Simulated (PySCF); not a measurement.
Compound: C3H7NS.
Z-matrix (Å and degrees, PBE0-D3(BJ)/def2-SVP geometry), rows numbered from 1:
```
C 
N   1  1.4410
C   2  1.4417  1  116.47
C   2  1.3437  1  121.42  3   178.93
S   4  1.6422  2  128.24  1  -179.13
H   1  1.0981  2  109.91  3   178.54
H   1  1.1037  2  111.03  3   -61.37
H   1  1.1033  2  110.83  3    58.55
H   3  1.1023  2  110.29  1   -56.86
H   3  1.0985  2  108.27  1  -177.09
H   3  1.1033  2  110.60  1    63.09
H   4  1.1024  2  111.51  1     0.97
```

The closed-shell ground state was solved at several levels (PySCF, density fitting, gas phase, non-relativistic).

```csv
level,basis functions,total energy (Eh),HOMO (eV),LUMO (eV),gap (eV),dipole (D)
wB97X-D/pcSseg-2,285,-571.4907,-7.91,0.88,8.79,5.08
PBE0/def2-SVPD,163,-570.8874,-6.11,-0.88,5.23,5.02
```

**Question.** Estimate the row for PBE0/pcSseg-1, a basis of 127 functions; the other rows only guide the guess.

**Answer.** Total energy -571.0819 Eh, HOMO -6.03 eV, LUMO -0.74 eV, gap 5.29 eV, dipole 5.01 D.

**Question.** Over all these levels, which gives the widest orbital gap and which the narrowest?

**Answer.** wB97X-D/pcSseg-2 (range-separated hybrid) has the widest, 8.79 eV, and PBE0/def2-SVPD (global hybrid, 25 % exact exchange) the narrowest, 5.23 eV. Functional and basis both differ between the two, so the spread mixes both effects.

**Question.** How far do the dipole and the HOMO energy spread over the levels?

**Answer.** The dipole runs from 5.01 to 5.08 D (mean 5.03 D) and the HOMO from -7.91 to -6.03 eV.

Note: wB97X-D ran without an empirical dispersion term, which enters the total energy and its gradient alone.
